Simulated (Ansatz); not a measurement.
The input, for Ansatz 0.2.0:

```yaml
crystal:
  periodic: [false, false, false]
  atoms:
    - {symbol: Al, position_ang: [0.000000, 0.000000, 0.143100]}
    - {symbol: S, position_ang: [0.000000, 0.000000, -1.855700]}
    - {symbol: H, position_ang: [0.000000, 0.000000, 1.712600]}
basis:
  gaussian: {orbitals: 6-31G}
magnetization: {spin_polarized: false}
correlation: {method: ccsdtq, electrons: outside_noble_gas}
```

```sh
$ ansatz run in.yaml --threads 1 --pin off --events-out ev --progress --plain --max-ram 2393MiB
```

The program prints:

```
547 factors; integrals over basis functions are off by at most 6.5e-8 eV
mean field evaluation 1: about -17412.2156 eV, gradient 2.1e1 eV
mean field evaluation 2: about -17412.2182 eV, gradient 2.1e1 eV
mean field evaluation 4: about -17414.3280 eV, gradient 1.2e0 eV
mean field evaluation 8: about -17414.3421 eV, gradient 9.6e-4 eV
mean field evaluation 16: about -17414.3421 eV, gradient 4.7e-6 eV
mean field -17414.34206425 eV, -639.9652669960 hartree, gradient 4.7e-6 eV, S^2 0.000000; 0 other end points of the search recorded, 0 dependent functions left out
10 core orbitals not correlated: weight in the atoms' cores, before any rotation towards them, 1.000 or more for the frozen orbitals, at most 0.000 for the correlated occupied ones
reference -17414.34206425 eV, -639.9652669960 hartree; 5, 5 occupied and 13, 13 virtual orbitals, 547 factors
second order -2.48880362 eV of doubles, -0.00000000 eV of singles
cycle   1  -2.61703365 eV  change   -1.3e-1 eV  update   1.3e-1
cycle   2  -2.85777897 eV  change   -2.4e-1 eV  update   7.1e-2
cycle   3  -3.00078927 eV  change   -1.4e-1 eV  update   3.3e-2
cycle   4  -3.02340587 eV  change   -2.3e-2 eV  update   1.4e-2
cycle   5  -3.02144612 eV  change    2.0e-3 eV  update   6.6e-3
cycle   6  -3.02140583 eV  change    4.0e-5 eV  update   2.1e-3
cycle   7  -3.02290838 eV  change   -1.5e-3 eV  update   9.9e-4
cycle   8  -3.02224652 eV  change    6.6e-4 eV  update   5.0e-4
cycle   9  -3.02204645 eV  change    2.0e-4 eV  update   1.4e-4
cycle  10  -3.02217696 eV  change   -1.3e-4 eV  update   6.2e-5
cycle  11  -3.02214575 eV  change    3.1e-5 eV  update   3.6e-5
cycle  12  -3.02214590 eV  change   -1.5e-7 eV  update   1.4e-5
cycle  13  -3.02214568 eV  change    2.2e-7 eV  update   5.4e-6
cycle  14  -3.02214300 eV  change    2.7e-6 eV  update   2.0e-6
cycle  15  -3.02214214 eV  change    8.6e-7 eV  update   1.2e-6
Total energy: -17417.36420638 eV, -640.0763286711 hartree
```

The T1 diagnostic is 0.028.

For the same geometry and basis full CI lies 2.8 meV higher.

Ran on 1 thread of Intel Xeon, shared host: 7.5 s wall, 0.18 GiB peak host memory.
